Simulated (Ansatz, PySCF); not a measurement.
This Ansatz (a quantum-chemistry and plane-wave program) input computes a BLYP/def2-TZVPD energy:

Ansatz 0.2 input:
```yaml
crystal:
  periodic: [false, false, false]
  atoms:
    - {symbol: O, position_ang: [0.16648706, -0.70931098, 0.16521394]}
    - {symbol: C, position_ang: [-0.01381313, 0.67922663, -0.11817932]}
    - {symbol: C, position_ang: [1.43955763, -1.15721352, 0.09942835]}
    - {symbol: C, position_ang: [-1.49052210, 0.99460167, -0.05875851]}
    - {symbol: H, position_ang: [0.54771103, 1.26663251, 0.61598981]}
    - {symbol: H, position_ang: [0.39719059, 0.89500950, -1.11146464]}
    - {symbol: H, position_ang: [2.15719458, -0.59958150, -0.49164286]}
    - {symbol: H, position_ang: [1.54213033, -2.21892541, 0.26244535]}
    - {symbol: H, position_ang: [-2.04086846, 0.40609664, -0.79376212]}
    - {symbol: H, position_ang: [-1.89139743, 0.77281797, 0.93086873]}
    - {symbol: H, position_ang: [-1.65519161, 2.05274955, -0.26908893]}
basis:
  gaussian:
    orbitals: def2-TZVPD
hamiltonian:
  xc: {name: BLYP}
magnetization: {spin_polarized: true, initial_magnetization: 1}
output: {forces: true}
```

Task: Write an input for the same energy in PySCF and say what it gives.

Result: 
```python
from pyscf import gto, scf, dft

mol = gto.M(
    atom='''
    O     0.16648706   -0.70931098    0.16521394
    C    -0.01381313    0.67922663   -0.11817932
    C     1.43955763   -1.15721352    0.09942835
    C    -1.49052210    0.99460167   -0.05875851
    H     0.54771103    1.26663251    0.61598981
    H     0.39719059    0.89500950   -1.11146464
    H     2.15719458   -0.59958150   -0.49164286
    H     1.54213033   -2.21892541    0.26244535
    H    -2.04086846    0.40609664   -0.79376212
    H    -1.89139743    0.77281797    0.93086873
    H    -1.65519161    2.05274955   -0.26908893
    ''',
    basis='def2-tzvpd',
    charge=0,
    spin=1,
    verbose=4,
)

mf = dft.UKS(mol, xc='blyp').density_fit(auxbasis='def2-universal-jkfit')
mf.grids.level = 3
mf.conv_tol = 1e-9
mf.max_cycle = 100
mf.max_memory = 1500
mf.kernel()
if not mf.converged:
    mf = mf.newton()
    mf.kernel(mf.make_rdm1())
for _ in range(2):
    mo, _, stable, _ = mf.stability(return_status=True)
    if stable:
        break
    mf.kernel(mf.make_rdm1(mo, mf.mo_occ))
mf.analyze()
```
It gives -193.67875 Eh, and Ansatz -193.67859 Eh, a difference of 0.16 mEh, from the treatment of integrals and grids.

It need not be the lowest isomer of its formula.
